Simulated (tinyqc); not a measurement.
Starting guesses with DIIS over 6 matrices: SCF starting guesses in the sto-3g basis, for H2O, spin multiplicity 1. Computed by the program tinyqc with PySCF. RHF with one setting changed at a time; a run stops when the energy changes by less than 1e-09 hartree and the error matrix is below 1e-5. Starts: the lowest orbitals of the core Hamiltonian, of the Wolfsberg-Helmholz matrix (K = 1.75), projected atomic densities, random orbitals, and the highest orbitals of the core Hamiltonian (a deliberately bad start).

Geometry (angstrom):
```
atom,x,y,z
O,0.0000,0.0000,0.0000
H,0.0000,0.7700,0.7380
H,0.0000,-0.7700,0.7380
```

lowest restricted solution found by these runs and by PySCF = -74.953037 hartree

Largest element of the error matrix X^T (FDS - SDF) X:
```
iteration,core,Wolfsberg-Helmholz,atomic densities,random,highest core orbitals
1,5.5e-01,4.6e-01,1.1e+00,1.2e+01,4.4e-01
2,2.6e-01,1.2e-01,2.0e-01,6.2e-01,6.0e-01
3,4.8e-02,3.4e-02,2.8e-02,1.7e-01,6.1e-01
4,7.9e-03,6.3e-03,4.2e-03,2.4e-02,6.1e-01
5,2.2e-03,2.0e-03,3.8e-04,5.4e-03,6.1e-01
6,3.0e-04,2.1e-05,8.4e-05,1.3e-03,5.4e-01
8,2.8e-08,-,3.8e-10,7.2e-05,1.4e-02
10,-,-,-,9.7e-07,1.1e-03
```

How each run ends:
```
run,iterations,E (hartree),state
core,8,-74.95304,lowest found
Wolfsberg-Helmholz,7,-74.95304,lowest found
atomic densities,8,-74.95304,lowest found
random,10,-74.95304,lowest found
highest core orbitals,13,-74.95304,lowest found
```

What does the comparison show, and why?

5 of 5 runs reach the lowest restricted solution found, in 7 to 13 iterations (fastest: Wolfsberg-Helmholz). The first errors are 6e-01, 5e-01, 1e+00, 1e+01, 4e-01; the deliberately bad start has the smallest one, so a small first error does not mark a good start.
